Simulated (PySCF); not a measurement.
**Si, Si⁺: ionisation energy in def2-SVP**

Each state of silicon is computed at each level; their differences give the ionisation energy. How far do the methods differ?

The numbers are computed with PySCF 2.14.0 (unrestricted determinants in a Gaussian basis, no spin-orbit coupling in the energies), except any that are marked as measured or tabulated.

## 1. The atom as given

| Quantity | Value |
| --- | --- |
| Element | silicon (Z = 14) |
| Basis | def2-SVP |
| Hamiltonian | no relativity, point nucleus |
| State 1 | Si: [Ne] 3s2 3p2, high-spin 3P determinant |
| State 2 | Si⁺: [Ne] 3s2 3p1, 2P determinant |
| Methods | UHF, BP86, r2SCAN, MP2, CCSD(T) |
| Core shells frozen in the correlated runs | valence: [Ne] (for Si) |

The outer shells:

Si [Ne] 3s2 3p2
```
[Ne] core
3s [↑↓]
3p [↑ ][↑ ][  ]
```

Si+ [Ne] 3s2 3p1
```
[Ne] core
3s [↑↓]
3p [↑ ][  ][  ]
```

One driver process ran all states and methods and kept the integrals in memory. Each run is shown as a PySCF script that sums up its settings (the driver passes frozen orbitals as a list and adds second-order terms of double hybrids); the logs are those of the runs themselves. The driver starts from symmetry-adapted Hartree-Fock orbitals, holds the occupation by maximum overlap and uses a logarithmic radial grid for functionals, so a plain start would take other cycles.

It was started by

```
$ OMP_NUM_THREADS=1 python atomrun2.py TASK.json OUT
```

The integrals over 18 functions and the set-up took 0.07 s of CPU time.

## 2. Si, method by method

Level: UHF.

Contents of input.py:

```python
from pyscf import gto, scf, dft, mp, cc
import basis_set_exchange as bse
mol = gto.M(atom="Si 0 0 0", charge=0, spin=2, symmetry="D2h",
            basis=gto.basis.parse(bse.get_basis("def2-SVP", elements=["Si"], fmt="nwchem", header=False)))
mf = scf.UHF(mol)
mf.irrep_nelec = {'Ag': (3, 3), 'B1u': (2, 1), 'B2u': (2, 1), 'B3u': (1, 1)}
mf.kernel()
```

Level: BP86.

Changes to input.py:

```diff
@@ -4,3 +4,3 @@
             basis=gto.basis.parse(bse.get_basis("def2-SVP", elements=["Si"], fmt="nwchem", header=False)))
-mf = scf.UHF(mol)
+mf = dft.UKS(mol, xc="B88,P86")
 mf.irrep_nelec = {'Ag': (3, 3), 'B1u': (2, 1), 'B2u': (2, 1), 'B3u': (1, 1)}
```

Level: r2SCAN.

Changes to input.py:

```diff
@@ -4,3 +4,3 @@
             basis=gto.basis.parse(bse.get_basis("def2-SVP", elements=["Si"], fmt="nwchem", header=False)))
-mf = dft.UKS(mol, xc="B88,P86")
+mf = dft.UKS(mol, xc="R2SCAN")
 mf.irrep_nelec = {'Ag': (3, 3), 'B1u': (2, 1), 'B2u': (2, 1), 'B3u': (1, 1)}
```

Level: MP2 (valence).

Changes to input.py:

```diff
@@ -4,4 +4,5 @@
             basis=gto.basis.parse(bse.get_basis("def2-SVP", elements=["Si"], fmt="nwchem", header=False)))
-mf = dft.UKS(mol, xc="R2SCAN")
+mf = scf.UHF(mol)
 mf.irrep_nelec = {'Ag': (3, 3), 'B1u': (2, 1), 'B2u': (2, 1), 'B3u': (1, 1)}
 mf.kernel()
+mp.UMP2(mf, frozen=5).kernel()
```

Level: CCSD(T) (valence).

Changes to input.py:

```diff
@@ -7,2 +7,3 @@
 mf.kernel()
-mp.UMP2(mf, frozen=5).kernel()
+mycc = cc.CCSD(mf, frozen=5).run()
+mycc.ccsd_t()
```

## 3. Si⁺

Level: UHF.

Contents of input.py:

```python
from pyscf import gto, scf, dft, mp, cc
import basis_set_exchange as bse
mol = gto.M(atom="Si 0 0 0", charge=1, spin=1, symmetry="D2h",
            basis=gto.basis.parse(bse.get_basis("def2-SVP", elements=["Si"], fmt="nwchem", header=False)))
mf = scf.UHF(mol)
mf.irrep_nelec = {'Ag': (3, 3), 'B1u': (1, 1), 'B2u': (2, 1), 'B3u': (1, 1)}
mf.kernel()
```

Level: BP86.

Changes to input.py:

```diff
@@ -4,3 +4,3 @@
             basis=gto.basis.parse(bse.get_basis("def2-SVP", elements=["Si"], fmt="nwchem", header=False)))
-mf = scf.UHF(mol)
+mf = dft.UKS(mol, xc="B88,P86")
 mf.irrep_nelec = {'Ag': (3, 3), 'B1u': (1, 1), 'B2u': (2, 1), 'B3u': (1, 1)}
```

Level: r2SCAN.

Changes to input.py:

```diff
@@ -4,3 +4,3 @@
             basis=gto.basis.parse(bse.get_basis("def2-SVP", elements=["Si"], fmt="nwchem", header=False)))
-mf = dft.UKS(mol, xc="B88,P86")
+mf = dft.UKS(mol, xc="R2SCAN")
 mf.irrep_nelec = {'Ag': (3, 3), 'B1u': (1, 1), 'B2u': (2, 1), 'B3u': (1, 1)}
```

Level: MP2 (valence).

Changes to input.py:

```diff
@@ -4,4 +4,5 @@
             basis=gto.basis.parse(bse.get_basis("def2-SVP", elements=["Si"], fmt="nwchem", header=False)))
-mf = dft.UKS(mol, xc="R2SCAN")
+mf = scf.UHF(mol)
 mf.irrep_nelec = {'Ag': (3, 3), 'B1u': (1, 1), 'B2u': (2, 1), 'B3u': (1, 1)}
 mf.kernel()
+mp.UMP2(mf, frozen=5).kernel()
```

Level: CCSD(T) (valence).

Changes to input.py:

```diff
@@ -7,2 +7,3 @@
 mf.kernel()
-mp.UMP2(mf, frozen=5).kernel()
+mycc = cc.CCSD(mf, frozen=5).run()
+mycc.ccsd_t()
```

Before running it: what results should come out?

**Answer**, as computed:

```
             quantity                                                   value
ionisation energy, Si  UHF 7.645, CCSD(T) (valence) 7.884 eV; reference 8.157
```

Accuracy against cost (mean over 1 difference):

| method | mean absolute miss against the measured value (with the measured fine structure taken into account where it is known) (eV) | CPU time, both states (s) |
| --- | --- | --- |
| UHF | 0.512 | 0.15 |
| BP86 | 0.091 | 0.23 |
| r2SCAN | 0.172 | 0.38 |
| MP2 (valence) | 0.287 | 0.15 |
| SCS-MP2 (valence) | 0.354 | 0.15 |
| CCSD (valence) | 0.282 |  |
| CCSD(T) (valence) | 0.273 | 0.36 |

What this shows: BP86 lands nearest to the measured value (off by 0.09 eV); UHF misses by most (0.51 eV). Hartree-Fock falls short because the species with more electrons holds more correlation energy, which it lacks. The basis is finite, and no extrapolation was made.
